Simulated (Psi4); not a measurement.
# BSiH4F (SMILES FB[SiH3]): r2SCAN50/6-311+G(d) (IEF-PCM acetonitrile)

What is the vertical ionisation energy of BSiH4F at r2SCAN50/6-311+G* (IEF-PCM acetonitrile)? 

The calculation is run with Psi4 1.11.

4 further runs of the same task are left out: 2 that didn't finish, 2 set aside as unsound or not needed.

## Step 1: The molecule

BSiH4F: 7 atoms, total charge 0, spin state singlet. As SMILES, `FB[SiH3]`. Geometry: relaxed at PBE0-D4/def2-TZVP.

Bond lengths: F1–B2 1.321 Å, B2–Si3 2.035 Å, B2–H4 1.203 Å, Si3–H5 1.490 Å, Si3–H6 1.491 Å, Si3–H7 1.487 Å. Angles: F1–B2–Si3 121.0°, F1–B2–H4 116.1°, Si3–B2–H4 122.9°, B2–Si3–H5 109.0°, B2–Si3–H6 108.5°, B2–Si3–H7 113.6°, H5–Si3–H6 107.5°, H5–Si3–H7 109.1°, H6–Si3–H7 109.0°.

## Step 2: The energy at r2SCAN50/6-311+G(d) (IEF-PCM acetonitrile)

The input, calc.inp:

```
memory 1.6 GB

molecule system {
  0 1
  F     -2.60668822    -3.02639639     1.08054540
  B     -0.35281187    -2.20852292     0.38550413
  Si     0.27646693     1.52236337    -0.30443488
  H      1.27254157    -3.78871191     0.20276761
  H      1.38535822     1.80374359    -2.87673008
  H      2.17866525     2.46382492     1.54730775
  H     -2.03788065     3.10463105    -0.12132042
  units bohr
  symmetry c1
  no_reorient
  no_com
}

set basis 6-311+G*
set reference rks
set scf_type pk
set pcm true

pcm = {
  Units = Angstrom
  Medium {
    SolverType = IEFPCM
    Solvent = Acetonitrile
  }
  Cavity {
    Type = GePol
    RadiiSet = UFF
    Scaling = False
    Area = 0.5
    Mode = Implicit
  }
}

e, wfn = energy("r2scan50", return_wfn=True)
print_variables()
```

Command:

```sh
psi4 -i calc.inp -o calc.out -n 1
```

calc.out:

```text
[...]
  Running in c1 symmetry.
[...]
  Nuclear repulsion =   88.522540667426682
[...]
  Multiplicity = 1
[...]
  Nalpha       = 16
  Nbeta        = 16
[...]
    Number of basis functions: 86
[...]
   @RKS iter   1:  -416.47288352097769   -7.11358e-01   4.56057e-03 DIIS/ADIIS
[...]
   @RKS iter   7:  -416.52431280756821   -6.35800e-08   2.28120e-07 DIIS
[...]
    Orbital Energies [Eh]
    ---------------------
    Doubly Occupied:
       1A    -67.279242     2A    -25.417262     3A     -7.186965
       4A     -5.653739     5A     -3.885608     6A     -3.885526
       7A     -3.884764     8A     -1.418228     9A     -0.685676
      10A     -0.626964    11A     -0.587554    12A     -0.572050
      13A     -0.495226    14A     -0.409856    15A     -0.408905
      16A     -0.346239
[...]
  @RKS Final Energy:  -416.52431280756821
   => Energetics <=
    Nuclear Repulsion Energy =             88.5225406674266821
    One-Electron Energy =                -751.9554546517797462
    Two-Electron Energy =                 265.8738986271825979
    DFT Exchange-Correlation Energy =     -18.9614986829062531
    Empirical Dispersion Energy =           0.0000000000000000
    VV10 Nonlocal Energy =                  0.0000000000000000
    PCM Polarization Energy =              -0.0037987674915217
    Total Energy =                       -416.5243128075682080
[...]
 Multipole Moments:
 ------------------------------------------------------------------------------------
     Multipole            Electronic (a.u.)      Nuclear  (a.u.)        Total (a.u.)
 ------------------------------------------------------------------------------------
 L = 1.  Multiply by 2.5417464519 to convert [e a0] to [Debye]
 Dipole X            :         18.8780038          -18.5550319            0.3229719
 Dipole Y            :         13.3978980          -13.3836073            0.0142907
 Dipole Z            :         -6.2339054            6.1423658           -0.0915397
 Magnitude           :                                                    0.3359979
[...]
```

It took 17 s on 1 thread of AMD EPYC 7R43 (Zen 3), shared host; peak memory 0.69 GiB.

## Step 3: The doublet cation at the same level

The input, calc.py:

```python
import psi4

psi4.set_memory('1600 MB')
psi4.set_num_threads(1)
psi4.set_output_file('bfh4si.out', False)

mol = psi4.geometry("""
1 2
F     -1.379400    -1.601500     0.571800
B     -0.186700    -1.168700     0.204000
Si     0.146300     0.805600    -0.161100
H      0.673400    -2.004900     0.107300
H      0.733100     0.954500    -1.522300
H      1.152900     1.303800     0.818800
H     -1.078400     1.642900    -0.064200
symmetry c1
no_reorient
no_com
""")

psi4.set_options({
    'basis': '6-311+G*',
    'reference': 'uks',
    'scf_type': 'pk',
    'pcm': True,
})
psi4.pcm_helper("""
  Units = Angstrom
  Medium {
    SolverType = IEFPCM
    Solvent = Acetonitrile
  }
  Cavity {
    Type = GePol
    RadiiSet = UFF
    Scaling = False
    Area = 0.5
    Mode = Implicit
  }
""")

e_tot = psi4.energy('r2scan50')
print(f'r2scan50 energy: {e_tot:.10f} Eh')
```

Command:

```sh
python calc.py
```

bfh4si.out:

```text
[...]
  Running in c1 symmetry.
[...]
  Nuclear repulsion =   88.522540681025205
[...]
  Multiplicity = 2
[...]
  Nalpha       = 16
  Nbeta        = 15
[...]
    Number of basis functions: 86
[...]
   @UKS iter   1:  -416.19267772174646   -4.31152e-01   3.72730e-03 DIIS/ADIIS
[...]
   @UKS iter  10:  -416.22735478253691   -6.52199e-08   4.92013e-07 DIIS
[...]
   @S^2 Observed:                7.587867483E-01
[...]
    Orbital Energies [Eh]
    ---------------------
    Alpha Occupied:
       1A    -67.373021     2A    -25.511271     3A     -7.318618
       4A     -5.745687     5A     -3.983178     6A     -3.974917
       7A     -3.974738     8A     -1.503381     9A     -0.779688
      10A     -0.712861    11A     -0.678085    12A     -0.646831
      13A     -0.591499    14A     -0.476302    15A     -0.461022
      16A     -0.460172
    Alpha Virtual:
      17A     -0.089304    18A      0.014698    19A      0.038604
      20A      0.043809    21A      0.065719    22A      0.067162
      23A      0.067825    24A      0.078488    25A      0.093653
[...]
  @UKS Final Energy:  -416.22735478253691
   => Energetics <=
    Nuclear Repulsion Energy =             88.5225406810252053
    One-Electron Energy =                -743.3063306742892564
    Two-Electron Energy =                 257.4348701095426577
    DFT Exchange-Correlation Energy =     -18.7720467419366521
    Empirical Dispersion Energy =           0.0000000000000000
    VV10 Nonlocal Energy =                  0.0000000000000000
    PCM Polarization Energy =              -0.1063881568788767
    Total Energy =                       -416.2273547825369064
[...]
 Multipole Moments:
 ------------------------------------------------------------------------------------
     Multipole            Electronic (a.u.)      Nuclear  (a.u.)        Total (a.u.)
 ------------------------------------------------------------------------------------
 L = 1.  Multiply by 2.5417464519 to convert [e a0] to [Debye]
 Dipole X            :         18.9003765          -18.5550319            0.3453447
 Dipole Y            :         12.8865897          -13.3836073           -0.4970176
 Dipole Z            :         -6.1759720            6.1423658           -0.0336062
 Magnitude           :                                                    0.6061509
[...]
```

The script printed:

```text
r2scan50 energy: -416.2273547825 Eh
```

Wall time 35 s (1 thread of AMD EPYC 7R43 (Zen 3), shared host); peak memory 0.69 GiB.

## Step 4: Outcome

Level: r2SCAN50/6-311+G* (IEF-PCM acetonitrile).

```
                                          quantity          value
                      singlet BSiH4F: total energy  -416.52431 Eh
                     singlet BSiH4F: dipole moment         0.85 D
                       singlet BSiH4F: HOMO energy       -9.42 eV
                       singlet BSiH4F: LUMO energy       -0.41 eV
                     singlet BSiH4F: HOMO–LUMO gap        9.01 eV
        singlet BSiH4F: solvent term in the energy   -10.0 kJ/mol
                      doublet cation: total energy  -416.22735 Eh
doublet cation: HOMO energy (highest over α and β)      -12.24 eV
 doublet cation: LUMO energy (lowest over α and β)       -6.67 eV
        doublet cation: solvent term in the energy  -279.3 kJ/mol
                              doublet cation: ⟨S²⟩          0.759
vertical ionisation energy (to the doublet cation)       8.081 eV
```

**Reading.** The vertical ionisation energy comes to 8.08 eV (780 kJ/mol). The continuum is in equilibrium with both charges, so this lies below a true vertical value in solution, where the slow polarisation stays frozen. The negative HOMO energy of the first species, 9.42 eV, lies 1.34 eV above that difference.
